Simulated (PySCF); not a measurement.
Species: C3H5FS.
Bonds: C1–C2 (double), C2–F3, C2–S4, S4–C5. Hydrogens: H6, H7 on C1; H8, H9, H10 on C5.

The calculation used core-valence-separated Tamm–Dancoff BHandHLYP/aug-pcX-1 (pcseg-1 on H, def2-SVPD on S) in PySCF, non-relativistic, gas phase, PBE0-D3(BJ)/def2-SVP geometry.

Computed fluorine K-edge spectrum, Gaussian lines of 0.6 eV full width, highest printed point 100; it ends one width below the last computed root. No empirical shift is added; at this level the pattern usually sits a few eV under experiment.

(photon energy (eV), absorption): (685.2, 1), (685.3, 2), (685.4, 5), (685.5, 11), (685.6, 22), (685.7, 37), (685.8, 55), (685.9, 73), (686.0, 87), (686.1, 97), (686.2, 100), (686.3, 95), (686.4, 81), (686.5, 62), (686.6, 42), (686.7, 25), (686.8, 13), (686.9, 6), (687.0, 4), (687.1, 5), (687.2, 10), (687.3, 18), (687.4, 28), (687.5, 40), (687.6, 48), (687.7, 51), (687.8, 49), (687.9, 43), (688.0, 35), (688.1, 27), (688.2, 20), (688.3, 14), (688.4, 12)

**Question.** Where are the maxima, and which lines make them up?

**Answer.** 2 maxima:
- 686.2 eV: F3 (vinyl fluorine), 686.32 eV, f = 0.020, 63 % of the height at the exact maximum; F3 (vinyl fluorine), 685.96 eV, f = 0.015, 37 % of the height at the exact maximum
- 687.7 eV: F3 (vinyl fluorine), 687.65 eV, f = 0.012, 85 % of the height at the exact maximum; F3 (vinyl fluorine), 688.03 eV, f = 0.005, 15 % of the height at the exact maximum

Roots within 0.03 eV on the same or equivalent atoms count as one line; shares under 12 % aren't listed.

Vibrational structure and lifetime widths aren't in the curve. The ionisation threshold wasn't computed; near and above it a finite basis only mimics Rydberg series and continuum.

Cost: about 23 s of CPU time on one thread; the machine was shared, so the figure is rough.

Shape of the structure used: `[CH2:1]=[C:2]([F:3])[S:4][CH3:5]`: C1–C2–S4–C5 -142°.

One conformer stands for the species.
